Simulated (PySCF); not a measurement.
nitric oxide (NO), SMILES [N]=O, multiplicity 2. Coordinates come from a PBE0-D3(BJ)/def2-TZVPD optimisation.

Method: PBE0-D3(BJ)/def2-TZVPD (PySCF 2.14.0).

Harmonic wavenumbers (cm⁻¹): 2028. Rotational constants (GHz): 52.08 (linear); symmetry number 1.

Problem. Work out the zero-point energy and the ideal-gas rigid-rotor harmonic-oscillator thermochemistry at 298.15 K and 1 atm.

Solution. ZPE = ½ Σ hcν = ½ × 2028 cm⁻¹ = 12.13 kJ/mol. H − E(el) = 20.81 kJ/mol. Entropy in J/(mol K): translation 151.17, rotation 48.07, vibration 0.01, spin 5.76, total 205.00. G − E(el) = -40.31 kJ/mol. Cp = 29.15 J/(mol K).
